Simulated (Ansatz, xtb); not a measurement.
# Two structures of AlH3O

Structure I is a singlet given by its coordinates and structure II is a triplet given by its coordinates. Both are isolated molecules in the gas phase, relaxed with B3LYP/6-31G*.

I (Å):

```xyz
5

Al    0.2614    1.4107   -0.3528
O    -0.8954   -0.3992   -0.5699
H     0.0433    1.0884    1.2806
H    -0.8737   -0.9015   -1.3999
H    -0.9707   -1.0239    0.1700
```

Close contacts (Å): Al1–O2 2.16, Al1–H3 1.68, O2–H4 0.97, O2–H5 0.97.

II (Å):

```xyz
5

Al    0.5296    0.8465    0.0378
O    -0.9407   -0.5348   -0.4385
H    -0.1224    1.8274    1.1241
H    -1.2044   -0.5141   -1.3741
H    -0.6972   -1.4506   -0.2213
```

Close contacts (Å): Al1–O2 2.07, Al1–H3 1.60, O2–H4 0.97, O2–H5 0.97.

**Question.** Which of the two would you expect CCSD(T)/def2-TZVPP electronic energies to favour?

**Answer.** Structure I; the calculation gives E(II) − E(I) = +1.531 eV.

How the difference moves with the method:

```tsv
level	geometry	E(II) − E(I) (eV)	departure from the last row (eV)	job, with rough time for the two
B3LYP/6-31G*	B3LYP/6-31G*	+1.545	+0.014	optimisation, 55 s
HF/def2-TZVPP	B3LYP/6-31G*	+0.812	−0.720	part of the CCSD(T) run
MP2/def2-TZVPP	B3LYP/6-31G*	+1.377	−0.155	part of the CCSD(T) run
CCSD(T)/def2-TZVPP	B3LYP/6-31G*	+1.531		single point, 25 s
```

None of the levels shown reverses the order. The largest departure from CCSD(T)/def2-TZVPP is that of HF/def2-TZVPP, 0.720 eV. Levels run at GFN2-xTB geometries aren't shown.

With harmonic frequencies from B3LYP/6-31G* (ideal gas, rigid rotor, one conformer each, 600 K, 1 atm): the zero-point term adds +0.011 eV; ΔH is +1.540 and ΔG +1.496 eV.

Open shells are spin-unrestricted. The correlated steps freeze 6 core orbitals. ΔG holds the spin degeneracy. Mirror images aren't counted in ΔG. Codes used: Ansatz 0.2.0; the last row on 1 thread of Arm Neoverse V1 on a shared host.
